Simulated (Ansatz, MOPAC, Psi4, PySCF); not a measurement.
Molecule: BeH, net charge 1, singlet state. SMILES: [BeH+]
Structure (B3LYP-D3(BJ)/def2-TZVP (Ansatz, a quantum-chemistry and plane-wave program) minimum search):
```xyz
2

Be     0.0000     0.0000    -0.2644
H      0.0000     0.0000     1.0577
```
Charge +1, spin multiplicity 1.

Property: vertical ionisation energy to the doublet, in eV. Conventions: 6-311+G** with 5d; UHF or UKS for open shells; each state is the SCF solution reached for its charge and spin; frozen cores in correlated levels; 6-31G* and kin with 6d, 5d where marked; non-relativistic; spin-orbit terms left out. Ab initio and DFT rows: single points at B3LYP-D3(BJ) geometries (Ansatz). Semi-empirical rows: differences of heats of formation at the shared geometry for vertical values. The spin state of an ion or metal species was assumed, not searched.

```
level               program  vertical ionisation energy to the doublet (eV)
------------------  -------  ----------------------------------------------
AM1                   MOPAC                                           19.44
PM3                   MOPAC                                           19.63
HF/6-31G*            Ansatz                                           19.41
HF/6-311+G**         Ansatz                                           19.40
PBE/6-31G*           Ansatz                                           20.55
PBE/6-311+G**        Ansatz                                           20.53
B3LYP/STO-3G         Ansatz                                           21.12
B3LYP/3-21G          Ansatz                                           20.82
B3LYP/6-31G*         Ansatz                                           20.78
B3LYP/6-311+G**      Ansatz                                           20.77
M06-2X/6-31G* (5d)    PySCF                                           20.72
wB97X-D/6-31G*         Psi4                                           20.41
MP2/6-311+G**        Ansatz                                           20.11
PBE/def2-TZVPD       Ansatz                                           20.54
B3LYP/def2-TZVPD     Ansatz                                           20.77
wB97M-V/def2-TZVPD   Ansatz                                           20.77
```

No value to compare with is used here. The 13 habitual levels span 19.40 (HF/6-311+G**) to 21.12 eV (B3LYP/STO-3G); B3LYP/def2-TZVPD gives 20.77.

The levels are drawn from those run, B3LYP/6-31G* more often than the rest, none by its result; runs whose electronic state is in doubt are left out.
